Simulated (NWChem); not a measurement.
Correlation energy of C₂H₅

```xyz
7

C      0.7867    -0.1113    -0.0178
C     -0.6856     0.1015    -0.0019
H      1.4789     0.7055     0.2024
H      1.2075    -1.1146    -0.1254
H     -1.1253    -0.0998     0.9991
H     -0.9585     1.1391    -0.2556
H     -1.2094    -0.5719    -0.7022
```
Charge 0, spin multiplicity 2.

The numbers come from NWChem runs, not from measurements. Structure: optimised with UB3LYP/def2-SVP, a minimum by its harmonic frequencies.

Basis set: 6-311G**. Each correlation energy counts from its own Hartree-Fock reference.

The correlated methods keep 2 core orbitals frozen. The Pople sets run with spherical d functions. The structure started from a generated list of species. The stability of the SCF solutions was not checked. Open-shell Hartree-Fock references start from PBE0 orbitals. No row is a measurement; the coupled-cluster row has its own basis-set and correlation limits.

```csv
method,correlation energy (mHa)
CCSD on UHF,-319.0
CCSD[T] on ROHF,-332.9
CCSD(T) on ROHF,[?]
UMP2,-284.0
SCS-UMP2,-288.3
CCSD(T) on UHF,-327.8
CCSD on ROHF,-323.7
CCSD[T] on UHF,[?]
```

**Question.** Complete the blanks.

**Answer.** 
- CCSD(T) on ROHF, correlation energy (mHa): -332.6
- CCSD[T] on UHF, correlation energy (mHa): -328.0
